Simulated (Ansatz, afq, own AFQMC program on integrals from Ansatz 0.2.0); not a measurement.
Two steps: Ansatz 0.2.0 writes the Fock matrix and Cholesky factors of the valence space, and afq projects on them the lowest state that overlaps trial and start.

```yaml
crystal:
  periodic: [false, false, false]
  atoms:
    - {symbol: Ge, position_ang: [0.000000, 0.000000, 0.674169]}
    - {symbol: Al, position_ang: [0.000000, 0.000000, -3.801831]}
    - {symbol: H, position_ang: [0.000000, -1.261304, 1.563831]}
    - {symbol: H, position_ang: [0.000000, 1.261304, 1.563831]}
basis:
  gaussian: {orbitals: cc-pVDZ}
magnetization: {spin_polarized: true, initial_magnetization: 3}
correlation: {method: ccsd_t, electrons: outside_noble_gas, hamiltonian_folder: ham}
```

```sh
$ ansatz run in.yaml --threads 1 --pin off --events-out ev --progress --plain --max-ram 1382MiB
```

afq runs on the folder ham with

```
--method phaseless --trial cisd --walkers 60 --populations 1 --least-time 40 --time-step 0.005 --steps-per-block 50 --equilibration-blocks 40 --max-blocks 300 --target-error 0.00072 --factor-cut 1e-05 --start spin_pure --seed 1064 --release-times 0.24,0.51,0.99,1.62,2.4 --release-step 0.03 --release-every 4 --taylor-order 6
```

Times are imaginary, in 1/Eh. The walk had a cap of 1002 s. Filled inner d shells are frozen with the cores.

```
orbitals 36  electrons 6 3  factors 259 of 595
reference energy -2318.30080850 Eh
CCSD correlation -0.13823968 Eh in 12 cycles, weight of the determinant in the CISD state 0.8799
energy of the start -2318.438777 Eh
 block  time / (1/Eh)  mean weight  energy / Eh
     1     0.250  1.0003  -2318.437359
     2     0.500  0.9992  -2318.437100
     3     0.750  0.9996  -2318.437311
     4     1.000  0.9993  -2318.437928
     5     1.250  1.0005  -2318.439082
     8     2.000  1.0015  -2318.439470
    11     2.750  1.0013  -2318.441804
    26     6.500  0.9988  -2318.440755
    41    10.250  0.9992  -2318.442223
    46    11.500  1.0009  -2318.438567
    56    14.000  0.9984  -2318.442395
    71    17.750  1.0009  -2318.440414
    86    21.500  1.0001  -2318.443662
   101    25.250  0.9992  -2318.440994
   116    29.000  1.0005  -2318.441648
   131    32.750  0.9988  -2318.443583
   146    36.500  0.9999  -2318.441161
   161    40.250  1.0004  -2318.443000
   176    44.000  1.0002  -2318.445208
   191    47.750  1.0006  -2318.440547
   196    49.000  1.0002  -2318.441711
blocks merged  error / Eh  count
     1  0.000132  160
     2  0.000174  80
     4  0.000223  40
     8  0.000244  20
    16  0.000255  10
released: time / (1/Eh)  energy / Eh  error  mean overlap
  0.24  -2318.441756  0.000270  0.9991
  0.51  -2318.442075  0.000254  0.9893
  0.99  -2318.442132  0.000246  0.9849
  1.62  -2318.442536  0.000229  0.9702
  2.40  -2318.442238  0.000265  0.9994
energy -2318.441611 +/- 0.000244 Eh
(rows thinned)
```

Problem. Estimate how long the walk took on 1 thread of Intel(R) Xeon(R) 6975P-C (Granite Rapids) (shared host).

Solution. 2.5 min of wall time.

The run passed its tests (sampling time, drift between the halves within three errors, error under three times the target), which doesn't prove that it has relaxed.

Against this walk (error 6.6 meV) on the same determinant: CCSD(T) 0.1 meV higher (within the noise), CCSDT(Q) 26.4 meV lower. The error is statistical and leaves out the bias of the constraint. Released to 2.40 1/Eh the energy moves by -17 ± 10 meV (both errors), within twice the noise. CCSDT(Q) is the surest value here, so the walk's 26 meV above it is most likely the bias of the constraint with this trial, which can have either sign.

Cautions: constraint bias not in the error; no relativity below Rb; no spin-orbit coupling; inner d shell frozen; lower spins were not checked.

CCSDT and higher add their correlation energy to the determinant of the CCSD(T) run, since their own runs factorise the integrals more tightly (a shift of under 2 meV). A walk keeps the symmetry of its determinant, which the program's search chose and which needn't be the lowest solution, so a lower state of the same spin and another symmetry isn't excluded.
